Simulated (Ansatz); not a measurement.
Reaction (SMILES): CCl (CH3-Cl) → CH3Cl+ (doublet, bonded as CCl) + e-
B3LYP-D3(BJ)/def2-TZVP geometries, fixed; electronic energies without zero-point terms.

The adiabatic ionisation energy at CCSD(T) with Ansatz (a quantum-chemistry and plane-wave program), in eV, split into its Hartree-Fock and correlation parts. Cores are frozen. Open shells are unrestricted. No added dispersion term, no relativity. Functions are those of the species that has most.

| basis | X | functions | Hartree-Fock | CCSD(T) |
|---|---|---|---|---|
| cc-pV(D+d)Z | 2 | 52 | 10.356 | 10.955 |
| cc-pV(T+d)Z | 3 | 111 | 10.289 | 11.219 |
| cc-pV(Q+d)Z | 4 | 209 | 10.285 | 11.343 |

Worked estimate of the basis-set limit from each neighbouring pair, with Hartree-Fock from the larger set and the correlation part extrapolated as X^-3.
Correlation parts: X = 2: 0.599, X = 3: 0.930, X = 4: 1.058.
- (2,3): (27·(0.930) - 8·(0.599))/19 = 1.069; with Hartree-Fock 10.289 the estimate is 11.358 eV.
- (3,4): (64·(1.058) - 27·(0.930))/37 = 1.151; with Hartree-Fock 10.285 the estimate is 11.436 eV.
The last two estimates differ by 0.078 eV; the largest set lies 0.093 from the last. Over the last step Hartree-Fock moves by -0.004 and the correlation part by 0.128.
